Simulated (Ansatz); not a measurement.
Basis-set extrapolation for CH2, SMILES `[CH2]` (triplet) (PBE0-D4/def2-TZVP geometry, frozen core, Ansatz 0.2.0). Multiplicity 3, UHF reference.

```json
{"": "HF", "cc-pV(T+d)Z": "-38.937589", "cc-pV(Q+d)Z": "-38.940063"}
{"": "MP2 correlation", "cc-pV(T+d)Z": "-0.117782", "cc-pV(Q+d)Z": "-0.125836"}
{"": "CCSD(T) correlation", "cc-pV(T+d)Z": "-0.140239", "cc-pV(Q+d)Z": "-0.147243"}
```

Energies in hartree. Use E(X) = E(∞) + A·exp(−5.46·√X) for Hartree–Fock and E(X) = E(∞) + B·X^(−3.05) for correlation, with X = 3 and 4.

**Question.** What is the CCSD(T) energy at the basis-set limit?

**Answer.** HF limit: -38.940063 + (-0.002474) × 0.30130 = -38.94081. Correlation limit: -0.147243 + (-0.007004) × 0.71189 = -0.15223. Total: -39.09304 hartree, 0.41 eV below CCSD(T)/cc-pV(T+d)Z.
